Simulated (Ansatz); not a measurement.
# Band transport in Ge3AsN

Level of theory: Ansatz 0.2.0, DFT PBE, scalar-relativistic, plane waves, PAW. Settings: 420 eV plane-wave cutoff, Γ-centred 8×8×8 mesh, Fermi-Dirac smearing of 0.15 eV. No spin polarisation.

The cell, relaxed at this level:
```
CELL_PARAMETERS angstrom
4.44966 0.00000 0.00000
0.00000 4.44966 0.00000
0.00000 0.00000 4.44966
ATOMIC_POSITIONS crystal
Ge 0.00000 0.50000 0.50000
Ge 0.50000 0.00000 0.50000
Ge 0.50000 0.50000 0.00000
As 0.00000 0.00000 0.00000
N 0.50000 0.50000 0.50000
```

The cell was built by swapping an element in a database structure (itself possibly hypothetical) and relaxing; it need not be the stable form of this composition. In a metal these results depend on the k mesh and the smearing. A semilocal functional can close a gap that the real compound has.

Constant relaxation time and rigid bands. The levels are interpolated over the whole zone and filled by a Fermi function at the stated temperature, with the chemical potential set by the electron count. Seebeck coefficients of a few μV/K are small differences and uncertain even in sign.

(1) Give the Drude plasma energies, the density of states at the chemical potential and σ/τ at 300 K.

(2) And the Seebeck coefficient (μV/K)?

## Answers

(1)
```
Plasma energy xx, yy, zz                : 5.87, 5.87, 5.87 eV
Density of states (thermally broadened) : 2.42 states/eV/cell
Conductivity over τ, xx, yy, zz         : 7.0, 7.0, 7.0 ×10²⁰ (Ω·m·s)⁻¹
```

(2)
```
T (K) Sxx Syy Szz
  300  3.1  3.1  3.1
  600  5.1  5.1  5.1
  900  5.3  5.3  5.3
```